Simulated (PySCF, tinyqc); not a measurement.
Inside a calculation. Method: CID on RHF in the sto-3g basis, frozen core, for OH-, spin multiplicity 1. The basis has no diffuse functions, so it cannot describe the extra electron: this is an exercise in the method, not the real anion. The lowest restricted solution is unstable here: a spin-polarised one lies 0.0013 hartree lower (PySCF). One step of it, computed by the program tinyqc.

Question. CID: roots. Diagonalise (each vector has its largest component positive (the first on a tie)); all determinants have Ms = 0, so triplets appear too. The lowest singlet root is the correlation energy.

Occupation strings over the orbitals (2 doubly, a alpha, b beta, 0 empty; spin orbitals ordered 1a 1b 2a 2b ...): 222220 222202 222022 220222 2ab222 2ba222 202222

H - E(HF) between determinants (hartree), order 222220, 222202, 222022, 220222, 2ab222, 2ba222, 202222:
$$\begin{pmatrix}
0.000000 & 0.038518 & 0.038518 & 0.184502 & -0.001169 & 0.001169 & 0.123788 \\
0.038518 & 0.334966 & 0.047444 & 0.016206 & 0.025444 & -0.025444 & 0.167656 \\
0.038518 & 0.047444 & 0.334966 & 0.016206 & 0.025444 & -0.025444 & 0.167656 \\
0.184502 & 0.016206 & 0.016206 & 0.922297 & -0.071033 & 0.071033 & 0.072650 \\
-0.001169 & 0.025444 & 0.025444 & -0.071033 & 1.163709 & -0.072650 & 0.035920 \\
0.001169 & -0.025444 & -0.025444 & 0.071033 & -0.072650 & 1.163709 & -0.035920 \\
0.123788 & 0.167656 & 0.167656 & 0.072650 & 0.035920 & -0.035920 & 1.858145
\end{pmatrix}$$

Give: lowest roots of this matrix, relative to E(HF); lowest vectors; <S^2> of these roots; weight of the ground state by excitation level 0, 1, 2, ....

Answer.

lowest roots of this matrix, relative to E(HF) (hartree): [-0.0450, 0.2875, 0.3449, 0.9151, 1.0911, 1.2684, 1.9157]

lowest vectors, order 222220, 222202, 222022, 220222, 2ab222, 2ba222, 202222:
$$\begin{pmatrix}
0.9782 & 0.0000 & 0.0720 & 0.1725 \\
-0.0628 & 0.7071 & 0.6947 & 0.0238 \\
-0.0628 & -0.7071 & 0.6947 & 0.0238 \\
-0.1819 & 0.0000 & -0.0516 & 0.9285 \\
-0.0054 & 0.0000 & -0.0374 & 0.2155 \\
0.0054 & 0.0000 & 0.0374 & -0.2155 \\
-0.0454 & 0.0000 & -0.1556 & -0.1191
\end{pmatrix}$$

<S^2> of these roots: [0.0000, 0.0000, 0.0000, 0.0000, 2.0000, 0.0000, 0.0000]

weight of the ground state by excitation level 0, 1, 2, ...: [0.9569, 0.0000, 0.0431]
